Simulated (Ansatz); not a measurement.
hcp Tl, treated with r²SCAN+SOC (PAW; Ansatz, a program for electronic structure).

Settings: plane-wave cutoff 560 eV, 18×18×10 k mesh (along the axes of the cell as run), Fermi–Dirac smearing 0.05 eV, PAW data made under PBE.

Shape and atoms are relaxed at each volume.

Pressure at four volumes; x = ln(V/29.661 Å³). One pressure is withheld.

```
V (Å³/atom)        x  P (GPa)
-----------  -------  -------
28.474       -0.0408    1.494
29.661        0.0000    0.003
30.254        0.0198   -0.609
30.847        0.0392        ?
```

Pass a parabola P(x) through the three rows shown, estimate the bulk modulus and its pressure derivative near zero pressure, and predict the withheld pressure.

Slopes between the rows: (0.003 − (1.494))/(0.0000 − (-0.0408)) = -36.54 and (-0.609 − (0.003))/(0.0198 − (0.0000)) = -30.91 GPa. Their difference over the span 0.0606 is c = 5.63/0.0606 = 92.9 GPa, so P(x) = 1.494 + (-36.54)(x − (-0.0408)) + 92.9 (x − (-0.0408))(x − (0.0000)). At the middle row B = −dP/dx = −[-36.54 + 92.9 × 0.0408] = 32.7 GPa, and B′ = dB/dP = 2c/B = 5.7. At x = 0.0392 the parabola gives -1.138 GPa; the run gives -1.148 GPa. The Birch–Murnaghan fit to the energies at all volumes has B0 = 32.6 GPa and B′ = 5.4.

Measured, for comparison: bulk modulus 37.4 GPa (copied from a table, unchecked, extrapolated to 0 K and zero-point effects removed; as tabulated in Lejaeghere et al. (2013), arXiv:1204.2733). Computed less measured: bulk modulus not scored (unchecked).
